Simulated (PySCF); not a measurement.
# Level of theory and bond dissociation enthalpies: methyl formate

Structure: `COC=O` (C2H4O2). Non-hydrogen atoms are numbered in `[CH3:1][O:2][CH:3]=[O:4]`.

All levels share the PBE0-D3(BJ)/def2-SVP structures and the PBE0-D3(BJ)/def2-SVP thermal terms; only the single-point energies (PySCF) change. Values are bond dissociation enthalpies (298 K, kJ/mol).

```
                          level  C1–O2  C1–H  C3–H  O2–C3  mean abs. error
                 OPBE/def2-TZVP    308   395   394    392             50.0
 TPSS-D3(BJ)/def2-TZVP (grid 3)    324   404   405    390             43.5
         B3LYP-D3(BJ)/def2-TZVP    344   405   406    392             32.0
          PBE0-D3(BJ)/6-311+G**    355   400   403    404             20.9
          PBE0-D3(BJ)/def2-TZVP    356   398   401    408             18.5
         PBE0-D3(BJ)/def2-TZVPP    356   399   402    408             18.5
    PBE0-D3(BJ)/jun-cc-pV(T+d)Z    356   399   402    406             19.2
              PBE0-D3(BJ)/6-31G    359   405   414    398             21.9
         M06/def2-TZVP (grid 3)    360   409   410    416             12.4
         PBE0-D3(BJ)/def2-SV(P)    370   392   397    425              6.3
             PBE0-D3(BJ)/6-31G*    371   406   404    422              4.4
ωB97M-D3(BJ)/def2-TZVP (grid 3)    375   413   414    409              8.4
                     ATcT 1.112    379   n/a   n/a    421
```

The widest spread is that of C1–O2: 66 kJ/mol, from 308 to 375.

A small basis comes closest here by cancellation of errors.

Caveats: the order of C1–H and C3–H, of C3–H and O2–C3 is undecided: the gaps lie inside the method's error (some 10 kJ/mol, one structure a species); acyloxyl radicals have several close states, and functionals often give them a symmetry-broken structure, so values with them are uncertain; radicals beside a multiple bond are drawn in one resonance form, and their spin spreads.

Differences come from unrounded values, so a last digit can differ from that of the printed terms.
